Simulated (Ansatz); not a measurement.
Steps of a relaxation of `[SiH3]SS` with RKS PBE0-D4/def2-TZVP.

```sh
$ ansatz run in.yaml --threads 2 --pin off --events-out ev --progress --plain --max-ram 4352MiB
```

```yaml
crystal:
  periodic: [false, false, false]
  atoms:
    - {symbol: Si, position_ang: [-0.843548, 0.529362, -0.210890]}
    - {symbol: S, position_ang: [0.424410, -0.077187, 1.445538]}
    - {symbol: S, position_ang: [1.419779, -1.662944, 0.456119]}
    - {symbol: H, position_ang: [-1.728360, -0.597795, -0.660470]}
    - {symbol: H, position_ang: [-0.002071, 1.003073, -1.363286]}
    - {symbol: H, position_ang: [-1.677382, 1.667060, 0.316216]}
    - {symbol: H, position_ang: [2.468472, -0.929570, -0.028828]}
basis:
  gaussian: {orbitals: def2-TZVP}
hamiltonian: {xc: pbe0, dispersion: d4}
relax: {f_tol: 0.005, max_steps: 150}
```

Positions (Å) and forces (eV/Å) along the path, 8 of 8 steps:

```xyz
7
step=1 energy=-29604.2233 eV
Si   -0.844    0.529   -0.211    0.056    0.020    0.039
S     0.424   -0.077    1.446    0.102   -0.478   -0.694
S     1.420   -1.663    0.456    0.037    0.903    0.159
H    -1.728   -0.598   -0.660    0.227    0.233    0.131
H    -0.002    1.003   -1.363   -0.177   -0.123    0.273
H    -1.677    1.667    0.316    0.190   -0.260   -0.101
H     2.468   -0.930   -0.029   -0.435   -0.295    0.193
7
step=2 energy=-29604.2660 eV
Si   -0.827    0.525   -0.212    0.004    0.000    0.070
S     0.416   -0.080    1.431    0.032   -0.139   -0.154
S     1.384   -1.634    0.448    0.089    0.288    0.026
H    -1.690   -0.607   -0.643    0.047    0.072    0.008
H     0.015    0.988   -1.348   -0.052   -0.024    0.057
H    -1.653    1.647    0.318    0.025   -0.050   -0.062
H     2.417   -0.906   -0.039   -0.146   -0.146    0.055
7
step=3 energy=-29604.2683 eV
Si   -0.830    0.527   -0.203   -0.012    0.000   -0.055
S     0.417   -0.083    1.427    0.050    0.030    0.037
S     1.389   -1.620    0.455   -0.022   -0.095   -0.012
H    -1.686   -0.598   -0.645   -0.013   -0.022    0.000
H     0.009    0.990   -1.334    0.017    0.013   -0.017
H    -1.667    1.646    0.303    0.000    0.007    0.027
H     2.430   -0.929   -0.048   -0.021    0.068    0.020
7
step=4 energy=-29604.2695 eV
Si   -0.825    0.524   -0.205   -0.011   -0.001   -0.005
S     0.420   -0.085    1.429   -0.018    0.020    0.023
S     1.386   -1.627    0.457    0.027    0.005   -0.018
H    -1.683   -0.601   -0.645   -0.002   -0.007   -0.001
H     0.014    0.987   -1.338    0.008    0.003   -0.004
H    -1.659    1.644    0.306    0.001    0.003    0.006
H     2.408   -0.911   -0.049   -0.006   -0.022   -0.001
7
step=5 energy=-29604.2696 eV
Si   -0.826    0.525   -0.206   -0.003    0.000   -0.001
S     0.419   -0.083    1.430    0.002   -0.001   -0.003
S     1.386   -1.626    0.456    0.004    0.005   -0.001
H    -1.683   -0.602   -0.646    0.002    0.000    0.000
H     0.014    0.988   -1.338    0.001    0.001    0.001
H    -1.659    1.644    0.307    0.000    0.000    0.000
H     2.411   -0.914   -0.050   -0.006   -0.004    0.002
7
step=6 energy=-29604.2696 eV
Si   -0.826    0.526   -0.206    0.001   -0.001    0.000
S     0.422   -0.078    1.428   -0.003    0.003    0.007
S     1.384   -1.627    0.459    0.002   -0.004   -0.002
H    -1.678   -0.604   -0.647   -0.003   -0.005    0.000
H     0.012    0.994   -1.338    0.004    0.002   -0.004
H    -1.663    1.641    0.308   -0.003    0.005    0.002
H     2.410   -0.920   -0.050    0.002    0.000   -0.002
7
step=7 energy=-29604.2695 eV rejected
Si   -0.825    0.526   -0.206   -0.009   -0.008    0.002
S     0.419   -0.083    1.431    0.009    0.009   -0.006
S     1.385   -1.627    0.459   -0.004   -0.004   -0.001
H    -1.678   -0.604   -0.644   -0.001    0.003   -0.005
H     0.013    0.993   -1.339    0.004   -0.001    0.006
H    -1.662    1.643    0.307    0.003   -0.003    0.001
H     2.409   -0.917   -0.052   -0.002    0.004    0.003
7
step=8 energy=-29604.2696 eV
Si   -0.825    0.526   -0.206   -0.001    0.000    0.000
S     0.421   -0.079    1.429    0.000   -0.001    0.000
S     1.384   -1.627    0.459    0.000    0.000    0.001
H    -1.678   -0.604   -0.646    0.000    0.000    0.000
H     0.013    0.994   -1.338    0.000    0.000    0.000
H    -1.663    1.642    0.308    0.001    0.000    0.000
H     2.409   -0.919   -0.052    0.000    0.000    0.000
```

Run time 21 s (2 threads of an Arm Neoverse V1 on a shared host); peak host memory 0.29 GiB.
